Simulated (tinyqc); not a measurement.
CCSD on RHF in the sto-3g basis, frozen core, for H2O, spin multiplicity 1, step by step. Computed by tinyqc, a small Python program that keeps every step (integrals from PySCF). Settings: charge = 0, multiplicity = 1, basis = sto-3g, method = RHF, frozen orbitals = 1, energy threshold = 1e-10, iteration cap = 90, orthogonalisation = symmetric, start = atomic densities, DIIS depth = 6, amplitude equations = CCSD, DIIS depth for amplitudes = 0, cap on updates = 59. Command: `OMP_NUM_THREADS=1 python tinyqc.py 29401 29402 out.jsonl` (the two numbers bound the seeds that draw the settings). One thread of a shared host (Intel(R) Xeon(R) Processor @ 2.60GHz), about 0.4 s of CPU time with the checks. The early iterations of the SCF are left out here.

## One-electron integrals

Geometry (angstrom):
```
atom,x,y,z
O,0.000000,0.000000,0.000000
H,0.000000,0.760000,0.510000
H,0.000000,-0.760000,0.510000
```

Basis sto-3g: exponents (1/bohr^2) and contraction coefficients of normalised primitives:
```
element,l (shell),exponent,coefficient
O,s (1),130.709320,0.154329
O,s (1),23.808861,0.535328
O,s (1),6.443608,0.444635
O,s (2),5.033151,-0.099967
O,s (2),1.169596,0.399513
O,s (2),0.380389,0.700115
O,p (3),5.033151,0.155916
O,p (3),1.169596,0.607684
O,p (3),0.380389,0.391957
H,s (1),3.425251,0.154329
H,s (1),0.623914,0.535328
H,s (1),0.168855,0.444635
```

Overlap, kinetic and nuclear-attraction integrals over the contracted functions; the nuclear repulsion is the sum of Za Zb / Rab.

nuclear repulsion = 9.59889106 hartree

overlap S, lower triangle:
```
,1O 1s,1O 2s,1O 2px,1O 2py,1O 2pz,2H 1s,3H 1s
1O 1s,1.000000
1O 2s,0.236704,1.000000
1O 2px,0.000000,0.000000,1.000000
1O 2py,0.000000,0.000000,0.000000,1.000000
1O 2pz,0.000000,0.000000,0.000000,0.000000,1.000000
2H 1s,0.059606,0.502714,0.000000,0.338459,0.227124,1.000000
3H 1s,0.059606,0.502714,0.000000,-0.338459,0.227124,0.249518,1.000000
```

kinetic energy T (hartree), lower triangle:
```
,1O 1s,1O 2s,1O 2px,1O 2py,1O 2pz,2H 1s,3H 1s
1O 1s,29.003200
1O 2s,-0.168011,0.808128
1O 2px,0.000000,0.000000,2.528731
1O 2py,0.000000,0.000000,0.000000,2.528731
1O 2pz,0.000000,0.000000,0.000000,0.000000,2.528731
2H 1s,0.000822,0.149757,0.000000,0.263691,0.176950,0.760032
3H 1s,0.000822,0.149757,0.000000,-0.263691,0.176950,0.007995,0.760032
```

nuclear attraction V (hartree), lower triangle:
```
,1O 1s,1O 2s,1O 2px,1O 2py,1O 2pz,2H 1s,3H 1s
1O 1s,-61.774798
1O 2s,-7.456791,-10.188388
1O 2px,0.000000,0.000000,-10.023411
1O 2py,0.000000,0.000000,0.000000,-10.213455
1O 2pz,-0.018922,-0.218760,0.000000,0.000000,-10.108990
2H 1s,-1.935319,-4.161299,0.000000,-2.502291,-1.749550,-6.000599
3H 1s,-1.935319,-4.161299,0.000000,2.502291,-1.749550,-1.665316,-6.000599
```

core Hamiltonian H = T + V (hartree), lower triangle:
```
,1O 1s,1O 2s,1O 2px,1O 2py,1O 2pz,2H 1s,3H 1s
1O 1s,-32.771598
1O 2s,-7.624801,-9.380260
1O 2px,0.000000,0.000000,-7.494680
1O 2py,0.000000,0.000000,0.000000,-7.684724
1O 2pz,-0.018922,-0.218760,0.000000,0.000000,-7.580259
2H 1s,-1.934497,-4.011542,0.000000,-2.238601,-1.572599,-5.240567
3H 1s,-1.934497,-4.011542,0.000000,2.238601,-1.572599,-1.657321,-5.240567
```

## Two-electron integrals

Functions are numbered as in S; the eight-fold symmetry (ij|kl) = (ji|kl) = (kl|ij) leaves the list below.

Two-electron integrals (ij|kl) in chemists' order, unique and non-zero (hartree):
```
i,j,k,l,(ij|kl)
1,1,1,1,4.785065
2,1,1,1,0.741380
2,1,2,1,0.136873
2,2,1,1,1.118947
2,2,2,1,0.256633
2,2,2,2,0.817206
3,1,3,1,0.024477
3,2,3,1,0.037809
3,2,3,2,0.180518
3,3,1,1,1.115814
3,3,2,1,0.256684
3,3,2,2,0.817023
3,3,3,3,0.880159
4,1,4,1,0.024477
4,2,4,1,0.037809
4,2,4,2,0.180518
4,3,4,3,0.047444
4,4,1,1,1.115814
4,4,2,1,0.256684
4,4,2,2,0.817023
4,4,3,3,0.785270
4,4,4,4,0.880159
5,1,5,1,0.024477
5,2,5,1,0.037809
5,2,5,2,0.180518
5,3,5,3,0.047444
5,4,5,4,0.047444
5,5,1,1,1.115814
5,5,2,1,0.256684
5,5,2,2,0.817023
5,5,3,3,0.785270
5,5,4,4,0.785270
5,5,5,5,0.880159
6,1,1,1,0.189955
6,1,2,1,0.034743
6,1,2,2,0.064623
6,1,3,3,0.064503
6,1,4,1,0.001317
6,1,4,2,0.002455
6,1,4,4,0.064756
6,1,5,1,0.000884
6,1,5,2,0.001647
6,1,5,4,0.000170
6,1,5,5,0.064617
6,1,6,1,0.008932
6,2,1,1,0.433607
6,2,2,1,0.100569
6,2,2,2,0.351252
6,2,3,3,0.345539
6,2,4,1,0.006212
6,2,4,2,0.046211
6,2,4,4,0.357134
6,2,5,1,0.004169
6,2,5,2,0.031010
6,2,5,4,0.007781
6,2,5,5,0.350761
6,2,6,1,0.025964
6,2,6,2,0.182417
6,3,3,1,0.010863
6,3,3,2,0.061985
6,3,4,3,0.009753
6,3,5,3,0.006545
6,3,6,3,0.026917
6,4,1,1,0.248937
6,4,2,1,0.058522
6,4,2,2,0.218366
6,4,3,3,0.208320
6,4,4,1,0.014059
6,4,4,2,0.089461
6,4,4,4,0.234993
6,4,5,1,0.002145
6,4,5,2,0.018438
6,4,5,4,0.011354
6,4,5,5,0.211547
6,4,6,1,0.015819
6,4,6,2,0.137761
6,4,6,4,0.129851
6,5,1,1,0.167050
6,5,2,1,0.039271
6,5,2,2,0.146535
6,5,3,3,0.139794
6,5,4,1,0.002145
6,5,4,2,0.018438
6,5,4,4,0.144603
6,5,5,1,0.012302
6,5,5,2,0.074358
6,5,5,4,0.012980
6,5,5,5,0.155049
6,5,6,1,0.010615
6,5,6,2,0.092445
6,5,6,4,0.069074
6,5,6,5,0.073269
6,6,1,1,0.552471
6,6,2,1,0.130214
6,6,2,2,0.518585
6,6,3,3,0.497440
6,6,4,1,0.011017
6,6,4,2,0.110451
6,6,4,4,0.540755
6,6,5,1,0.007393
6,6,5,2,0.074119
6,6,5,4,0.029067
6,6,5,5,0.516945
6,6,6,1,0.033968
6,6,6,2,0.329525
6,6,6,4,0.284513
6,6,6,5,0.190924
6,6,6,6,0.774606
7,1,1,1,0.189955
7,1,2,1,0.034743
7,1,2,2,0.064623
7,1,3,3,0.064503
7,1,4,1,-0.001317
7,1,4,2,-0.002455
7,1,4,4,0.064756
7,1,5,1,0.000884
7,1,5,2,0.001647
7,1,5,4,-0.000170
7,1,5,5,0.064617
7,1,6,1,0.008782
7,1,6,2,0.025086
7,1,6,4,0.013896
7,1,6,5,0.010261
7,1,6,6,0.032351
7,1,7,1,0.008932
7,2,1,1,0.433607
7,2,2,1,0.100569
7,2,2,2,0.351252
7,2,3,3,0.345539
7,2,4,1,-0.006212
7,2,4,2,-0.046211
7,2,4,4,0.357134
7,2,5,1,0.004169
7,2,5,2,0.031010
7,2,5,4,-0.007781
7,2,5,5,0.350761
7,2,6,1,0.025086
7,2,6,2,0.148207
7,2,6,4,0.076855
7,2,6,5,0.072957
7,2,6,6,0.220935
7,2,7,1,0.025964
7,2,7,2,0.182417
7,3,3,1,0.010863
7,3,3,2,0.061985
7,3,4,3,-0.009753
7,3,5,3,0.006545
7,3,6,3,0.021146
7,3,7,3,0.026917
7,4,1,1,-0.248937
7,4,2,1,-0.058522
7,4,2,2,-0.218366
7,4,3,3,-0.208320
7,4,4,1,0.014059
7,4,4,2,0.089461
7,4,4,4,-0.234993
7,4,5,1,-0.002145
7,4,5,2,-0.018438
7,4,5,4,0.011354
7,4,5,5,-0.211547
7,4,6,1,-0.013896
7,4,6,2,-0.076855
7,4,6,4,-0.019131
7,4,6,5,-0.036929
7,4,6,6,-0.100228
7,4,7,1,-0.015819
7,4,7,2,-0.137761
7,4,7,4,0.129851
7,5,1,1,0.167050
7,5,2,1,0.039271
7,5,2,2,0.146535
7,5,3,3,0.139794
7,5,4,1,-0.002145
7,5,4,2,-0.018438
7,5,4,4,0.144603
7,5,5,1,0.012302
7,5,5,2,0.074358
7,5,5,4,-0.012980
7,5,5,5,0.155049
7,5,6,1,0.010261
7,5,6,2,0.072957
7,5,6,4,0.036929
7,5,6,5,0.056507
7,5,6,6,0.119386
7,5,7,1,0.010615
7,5,7,2,0.092445
7,5,7,4,-0.069074
7,5,7,5,0.073269
7,6,1,1,0.167106
7,6,2,1,0.039047
7,6,2,2,0.146086
7,6,3,3,0.143068
7,6,4,4,0.146239
7,6,5,1,0.002637
7,6,5,2,0.022587
7,6,5,5,0.148799
7,6,6,1,0.009957
7,6,6,2,0.073474
7,6,6,4,0.047776
7,6,6,5,0.041861
7,6,6,6,0.133029
7,6,7,1,0.009957
7,6,7,2,0.073474
7,6,7,4,-0.047776
7,6,7,5,0.041861
7,6,7,6,0.035182
7,7,1,1,0.552471
7,7,2,1,0.130214
7,7,2,2,0.518585
7,7,3,3,0.497440
7,7,4,1,-0.011017
7,7,4,2,-0.110451
7,7,4,4,0.540755
7,7,5,1,0.007393
7,7,5,2,0.074119
7,7,5,4,-0.029067
7,7,5,5,0.516945
7,7,6,1,0.032351
7,7,6,2,0.220935
7,7,6,4,0.100228
7,7,6,5,0.119386
7,7,6,6,0.341703
7,7,7,1,0.033968
7,7,7,2,0.329525
7,7,7,4,-0.284513
7,7,7,5,0.190924
7,7,7,6,0.133029
7,7,7,7,0.774606
```

## Orthogonalisation

S = U s U^T; symmetric (Loewdin) form X = U s^(-1/2) U^T, so that X^T S X = 1.

eigenvalues of S: 0.316111  0.380595  0.892430  1.000000  1.081931  1.369887  1.959046

X, lower triangle:
```
,1O 1s,1O 2s,1O 2px,1O 2py,1O 2pz,2H 1s,3H 1s
1O 1s,1.024397
1O 2s,-0.145927,1.286996
1O 2px,0.000000,0.000000,1.000000
1O 2py,0.000000,0.000000,0.000000,1.140999
1O 2pz,-0.010249,0.117426,0.000000,0.000000,1.052021
2H 1s,0.023053,-0.326981,0.000000,-0.262255,-0.145316,1.241968
3H 1s,0.023053,-0.326981,0.000000,0.262255,-0.145316,-0.092370,1.241968
```

## Iteration 8 (converged): orbitals

converged F (hartree), lower triangle:
```
,1O 1s,1O 2s,1O 2px,1O 2py,1O 2pz,2H 1s,3H 1s
1O 1s,-20.216264
1O 2s,-5.161706,-2.453508
1O 2px,0.000000,0.000000,-0.388203
1O 2py,0.000000,0.000000,0.000000,-0.360598
1O 2pz,-0.029896,-0.135034,0.000000,0.000000,-0.367617
2H 1s,-1.318042,-1.095255,0.000000,-0.421797,-0.350025,-0.630165
3H 1s,-1.318042,-1.095255,0.000000,0.421797,-0.350025,-0.416098,-0.630165
```

Diagonalise F' = X^T F X, C = X C', fill 5 alpha and 5 beta electrons from the bottom; D = 2 C_occ C_occ^T. Each column has its largest component positive (the first on a tie).

F' = X^T F X (hartree), lower triangle:
```
,1,2,3,4,5,6,7
1,-19.834129
2,-2.697474,-1.178333
3,0.000000,0.000000,-0.388203
4,0.000000,0.000000,0.000000,0.005960
5,-0.052055,0.112403,0.000000,0.000000,-0.226349
6,-0.222174,-0.563847,0.000000,-0.517385,-0.319000,0.043326
7,-0.222174,-0.563847,0.000000,0.517385,-0.319000,-0.116344,0.043326
```

orbital energies (hartree): MO1 -20.225323, MO2 -1.280577, MO3 -0.652903, MO4 -0.439113, MO5 -0.388203, MO6 0.633184, MO7 0.818533

coefficients C:
```
,MO1,MO2,MO3,MO4,MO5,MO6,MO7
1O 1s,0.994006,-0.231969,0.000000,0.099433,0.000000,-0.141799,0.000000
1O 2s,0.027612,0.820022,0.000000,-0.521628,0.000000,0.979787,0.000000
1O 2px,0.000000,0.000000,0.000000,0.000000,1.000000,0.000000,0.000000
1O 2py,0.000000,0.000000,0.599723,0.000000,0.000000,0.000000,1.039119
1O 2pz,0.004465,0.134797,0.000000,0.811093,0.000000,0.697720,0.000000
2H 1s,-0.006507,0.162808,0.436473,0.250617,0.000000,-0.836657,-0.876640
3H 1s,-0.006507,0.162808,-0.436473,0.250617,0.000000,-0.836657,0.876640
```

D after iteration 8, lower triangle:
```
,1O 1s,1O 2s,1O 2px,1O 2py,1O 2pz,2H 1s,3H 1s
1O 1s,2.103490
1O 2s,-0.429281,1.890587
1O 2px,0.000000,0.000000,2.000000
1O 2py,0.000000,0.000000,0.000000,0.719336
1O 2pz,0.107638,-0.624859,0.000000,0.000000,1.352125
2H 1s,-0.038629,0.005196,0.000000,0.523526,0.450381,0.559733
3H 1s,-0.038629,0.005196,0.000000,-0.523526,0.450381,-0.202303,0.559733
```

## Convergence

Stop when the energy changes by less than 1e-10 hartree and every element of the error matrix X^T (F D S - S D F) X is below 3e-06.

Course of the cycle:
```
iteration,E (hartree),change,largest element of the error matrix
1,-75.60453886,-,1.46e+00
2,-74.91956618,6.85e-01,1.77e-01
3,-74.94761010,-2.80e-02,1.80e-02
4,-74.94792476,-3.15e-04,4.03e-03
5,-74.94794477,-2.00e-05,1.48e-04
6,-74.94794483,-5.69e-08,1.53e-05
7,-74.94794483,-4.24e-10,5.26e-07
8,-74.94794483,-4.55e-13,1.65e-10
```

PySCF RHF in the same basis = -74.94794483 hartree

Converged in 8 iterations.

## Integrals over molecular orbitals

(pq|rs) = sum C_ip C_jq C_kr C_ls (ij|kl), one index at a time.

one-electron integrals over orbitals h = C^T H C (hartree), lower triangle:
```
,1,2,3,4,5,6,7
1,-32.753462
2,0.559028,-7.708940
3,0.000000,0.000000,-6.473163
4,-0.226998,0.378695,0.000000,-7.130473
5,0.000000,0.000000,0.000000,0.000000,-7.494680
6,0.328874,-1.418804,0.000000,-0.968898,0.000000,-5.279852
7,0.000000,0.000000,-1.723651,0.000000,0.000000,0.000000,-5.648287
```

Two-electron integrals over orbitals (pq|rs), unique and non-zero (hartree); the lowest 1 orbital is frozen and left out:
```
p,q,r,s,(pq|rs)
2,2,2,2,0.728918
3,2,3,2,0.149170
3,3,2,2,0.651380
3,3,3,3,0.643529
4,2,2,2,0.011574
4,2,3,3,0.007701
4,2,4,2,0.123125
4,3,3,2,0.017731
4,3,4,3,0.043937
4,4,2,2,0.685001
4,4,3,3,0.609558
4,4,4,2,-0.105069
4,4,4,4,0.814554
5,2,5,2,0.143765
5,3,5,3,0.029475
5,4,5,2,-0.044805
5,4,5,4,0.056680
5,5,2,2,0.747062
5,5,3,3,0.635581
5,5,4,2,-0.060814
5,5,4,4,0.743187
5,5,5,5,0.880159
6,2,2,2,0.142862
6,2,3,3,0.074907
6,2,4,2,0.020092
6,2,4,4,0.101029
6,2,5,5,0.162706
6,2,6,2,0.102269
6,3,3,2,-0.045823
6,3,4,3,-0.026068
6,3,6,3,0.074291
6,4,2,2,0.087249
6,4,3,3,0.039999
6,4,4,2,-0.015822
6,4,4,4,0.108810
6,4,5,5,0.101627
6,4,6,2,0.061363
6,4,6,4,0.056605
6,5,5,2,0.062669
6,5,5,4,-0.004061
6,5,6,5,0.040291
6,6,2,2,0.611608
6,6,3,3,0.573871
6,6,4,2,0.062599
6,6,4,4,0.545542
6,6,5,5,0.585596
6,6,6,2,0.091460
6,6,6,4,0.042336
6,6,6,6,0.592758
7,2,3,2,0.037789
7,2,4,3,-0.032188
7,2,6,3,0.036072
7,2,7,2,0.060447
7,3,2,2,0.136469
7,3,3,3,0.092995
7,3,4,2,-0.070179
7,3,4,4,0.169214
7,3,5,5,0.188102
7,3,6,2,0.079710
7,3,6,4,0.066807
7,3,6,6,0.036346
7,3,7,3,0.148409
7,4,3,2,-0.074502
7,4,4,3,0.007901
7,4,6,3,0.041746
7,4,7,2,-0.017010
7,4,7,4,0.064926
7,5,5,3,0.023742
7,5,7,5,0.024561
7,6,3,2,0.105078
7,6,4,3,0.042226
7,6,6,3,-0.069095
7,6,7,2,-0.009223
7,6,7,4,-0.055767
7,6,7,6,0.119838
7,7,2,2,0.630357
7,7,3,3,0.619346
7,7,4,2,-0.014198
7,7,4,4,0.621205
7,7,5,5,0.633514
7,7,6,2,0.071946
7,7,6,4,0.038652
7,7,6,6,0.567203
7,7,7,3,0.099250
7,7,7,7,0.629112
```

## CCSD: starting amplitudes

t_ij^ab = <ij||ab> / (e_i + e_j - e_a - e_b), whose energy is MP2.

Starting amplitudes (spin orbitals 1a, 1b, ...; amplitudes related by a flip of all spins are not repeated):
```
from,to,t
3a 3b,7a 7b,-0.050430
3a 3b,6a 6b,-0.028883
2a 2b,6a 6b,-0.026719
4a 4b,6a 6b,-0.026394
3a 4b,6b 7a,0.026263
4a 4b,7a 7b,-0.025813
2a 3b,6a 7b,-0.023547
2a 4b,6a 6b,-0.020550
5a 5b,6a 6b,-0.019724
3a 4b,6a 7b,-0.016411
2a 2b,7a 7b,-0.014398
2a 3a,6a 7a,-0.012891
2a 3b,6b 7a,0.010656
5a 5b,7a 7b,-0.010177
3a 4a,6a 7a,0.009852
2a 4b,7a 7b,0.005067
```

correlation energy = -0.03116261 hartree

## CCSD: amplitude update 1

t_i^a D_i^a and t_ij^ab D_ij^ab are set to the remaining terms of the spin-orbital equations, evaluated with the old amplitudes; for the doubles these are <ij||ab> + 1/2 <ab||ef> t_ij^ef + 1/2 <mn||ij> t_mn^ab + P(ij)P(ab) <mb||ej> t_im^ae + terms in t^2 + terms with t1, D the orbital-energy denominators.

Amplitudes after update 1 (spin orbitals 1a, 1b, ...; amplitudes related by a flip of all spins are not repeated):
```
from,to,t
3a 3b,7a 7b,-0.063419
3a 3b,6a 6b,-0.038073
3a 4b,6b 7a,0.033914
4a 4b,6a 6b,-0.032993
4a 4b,7a 7b,-0.032767
2a 2b,6a 6b,-0.030807
2a 3b,6a 7b,-0.029628
2a 4b,6a 6b,-0.028121
5a 5b,6a 6b,-0.024448
3a 4b,6a 7b,-0.023859
2a 3b,6b 7a,0.016280
2a 2b,7a 7b,-0.016081
2a 3a,6a 7a,-0.013348
5a 5b,7a 7b,-0.010999
3a 4a,6a 7a,0.010055
4a,6a,-0.005167
2a 4b,7a 7b,0.004941
3a,7a,-0.002476
2a,6a,-0.001275
```

correlation energy = -0.03931622 hartree

## CCSD: amplitude update 2

As before.

Amplitudes after update 2 (spin orbitals 1a, 1b, ...; amplitudes related by a flip of all spins are not repeated):
```
from,to,t
3a 3b,7a 7b,-0.067245
3a 3b,6a 6b,-0.041113
3a 4b,6b 7a,0.036547
4a 4b,6a 6b,-0.035636
4a 4b,7a 7b,-0.035066
2a 2b,6a 6b,-0.031619
2a 3b,6a 7b,-0.031064
2a 4b,6a 6b,-0.030757
3a 4b,6a 7b,-0.027205
5a 5b,6a 6b,-0.025898
2a 3b,6b 7a,0.018445
2a 2b,7a 7b,-0.016222
2a 3a,6a 7a,-0.012619
5a 5b,7a 7b,-0.010721
3a 4a,6a 7a,0.009342
4a,6a,-0.008370
2a 4b,7a 7b,0.004580
3a,7a,-0.003167
2a,6a,-0.001642
```

correlation energy = -0.04177298 hartree

## CCSD: amplitude update 3

As before.

Amplitudes after update 3 (spin orbitals 1a, 1b, ...; amplitudes related by a flip of all spins are not repeated):
```
from,to,t
3a 3b,7a 7b,-0.068511
3a 3b,6a 6b,-0.042045
3a 4b,6b 7a,0.037577
4a 4b,6a 6b,-0.036884
4a 4b,7a 7b,-0.035913
2a 2b,6a 6b,-0.031825
2a 4b,6a 6b,-0.031733
2a 3b,6a 7b,-0.031378
3a 4b,6a 7b,-0.028685
5a 5b,6a 6b,-0.026384
2a 3b,6b 7a,0.019224
2a 2b,7a 7b,-0.016178
2a 3a,6a 7a,-0.012153
5a 5b,7a 7b,-0.010458
4a,6a,-0.010116
3a 4a,6a 7a,0.008891
2a 4b,7a 7b,0.004377
3a,7a,-0.003249
2a,6a,-0.001648
```

correlation energy = -0.04260081 hartree

## CCSD: convergence

E_corr = 1/4 sum <ij||ab> t_ij^ab + 1/2 sum <ij||ab> t_i^a t_j^b; stop when the norm of the change is below 1e-8.

Course of the amplitude iterations:
```
update,correlation energy (hartree),norm of the change
0,-0.03116261,-
1,-0.03931622,5.95e-02
2,-0.04177298,2.10e-02
3,-0.04260081,8.33e-03
4,-0.04290334,3.56e-03
5,-0.04302076,1.61e-03
6,-0.04306856,7.57e-04
7,-0.04308880,3.67e-04
8,-0.04309767,1.82e-04
9,-0.04310168,9.11e-05
10,-0.04310354,4.60e-05
11,-0.04310442,2.34e-05
12,-0.04310484,1.19e-05
13,-0.04310505,6.08e-06
14,-0.04310515,3.11e-06
15,-0.04310521,1.59e-06
16,-0.04310523,8.18e-07
17,-0.04310524,4.20e-07
18,-0.04310525,2.16e-07
19,-0.04310525,1.11e-07
20,-0.04310526,5.71e-08
21,-0.04310526,2.94e-08
22,-0.04310526,1.51e-08
23,-0.04310526,7.78e-09
```

Converged amplitudes (spin orbitals 1a, 1b, ...; amplitudes related by a flip of all spins are not repeated):
```
from,to,t
3a 3b,7a 7b,-0.069276
3a 3b,6a 6b,-0.042272
3a 4b,6b 7a,0.038395
4a 4b,6a 6b,-0.038104
4a 4b,7a 7b,-0.036524
2a 4b,6a 6b,-0.032411
2a 2b,6a 6b,-0.031934
2a 3b,6a 7b,-0.031380
3a 4b,6a 7b,-0.029885
5a 5b,6a 6b,-0.026612
2a 3b,6b 7a,0.019639
2a 2b,7a 7b,-0.016067
4a,6a,-0.012090
2a 3a,6a 7a,-0.011742
5a 5b,7a 7b,-0.010169
3a 4a,6a 7a,0.008510
2a 4b,7a 7b,0.004191
3a,7a,-0.003063
2a,6a,-0.001463
```

CCSD total energy = -74.99105009 hartree

T1 diagnostic, norm of the one-spin t1 over sqrt(correlated electrons) = 0.004440

Converged in 23 updates.
